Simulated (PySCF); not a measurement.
Molecule: glycol monoformate, C$_{3}$H$_{6}$O$_{3}$.

Geometry (Å), atoms numbered from 1 in this order:
```xyz
12

O     1.188    1.534   -0.186
C     1.318    0.914    0.832
O     0.844   -0.282    1.103
C     0.119   -0.985    0.080
C    -1.183   -0.282   -0.343
O    -1.042    0.482   -1.503
H     1.878    1.281    1.708
H     0.761   -1.102   -0.800
H    -0.085   -1.959    0.524
H    -1.937   -1.038   -0.575
H    -1.546    0.326    0.500
H    -0.314    1.113   -1.367
```

Frames of a GFN2-xTB Langevin trajectory at 300 K; GIAO PBE0/pcSseg-1 shieldings in PySCF 2.14.0 with density-fitted response routines, gas phase, non-relativistic; equivalent atoms averaged within each frame.

Referencing at the same level of theory: ¹⁷O (336.08 ppm) vs H2O; ¹³C (186.93 ppm), ¹H (31.72 ppm) vs TMS. The references are static minima.

Problem. How do the shifts (ppm) fluctuate along the trajectory?

Solution. 
```tsv
time (fs)	O1	O3	O6	C2	C4	C5	H7	H8/H9	H10/H11	H12
250	465.2	239.4	27.8	174.2	79.2	68.0	8.20	4.62	3.96	0.73
425	468.1	239.0	38.5	173.2	79.7	74.5	8.26	5.07	4.42	0.68
625	451.2	239.8	68.8	167.9	70.5	76.9	8.74	4.19	4.19	2.74
800	448.2	249.2	63.3	176.4	77.5	70.0	8.39	4.66	3.58	3.48
1000	462.1	210.1	43.3	163.7	71.6	66.3	7.34	5.10	4.71	1.76
mean of frames	459.0	235.5	48.3	171.1	75.7	71.1	8.18	4.73	4.17	1.88
standard deviation	8.8	14.8	17.2	5.1	4.4	4.5	0.51	0.37	0.44	1.23
```

5 frames give an uncertainty of the mean of about the standard deviation over 2.2 at best, since frames this close in time may not be independent; classical motion lacks zero-point vibration, and the reference would need the same averaging.
